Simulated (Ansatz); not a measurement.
A made-up structure of CH$_{3}$S$_{2}$, doublet:

| atom | x (Å) | y (Å) | z (Å) |
| --- | --- | --- | --- |
| S1 | -1.0897 | -1.2275 | -0.7494 |
| C2 | 0.0314 | 0.1351 | -0.0908 |
| S3 | 0.7883 | -0.1714 | 1.6086 |
| H4 | -1.6033 | -0.8317 | -1.8488 |
| H5 | 0.2532 | 1.1460 | -0.7179 |
| H6 | 1.6202 | 0.9495 | 1.7982 |

It is relaxed with PBE-D4/def2-SVP and then PBE0-D4/def2-TZVP (Ansatz 0.2.0). Atoms count as bonded within 1.22 times the sum of their covalent radii (H–H: 0.88 Å). The end point is not checked to be a true minimum.

**Question.** Does its bonding change? (A judgement: the text doesn't fix the answer.)

**Answer.** Computed: No: no bond forms or breaks.

Where it ends: The first stage lowers the energy by 0.97 eV in 8 steps. It ends as CH₃S₂ ([SH][CH][SH]):
```csv
atom,x (Å),y (Å),z (Å)
S1,-0.7075,-1.2627,-0.8052
C2,0.0380,0.1138,-0.0864
S3,0.4659,0.0071,1.5785
H4,-1.6169,-0.6156,-1.5580
H5,0.2315,1.0110,-0.6566
H6,1.5890,0.7464,1.5277
```

Labels in which every atom is bracketed show which atoms are joined, not bond orders.

For scale, one of the runs: PBE0-D4/def2-TZVP relaxation, 123 basis functions, launched by `ansatz run in.yaml --threads 2 --pin off --events-out ev --progress --plain --max-ram 4352MiB`. The run took about 16 s on 2 CPU threads of an Arm Neoverse V1 (shared host).
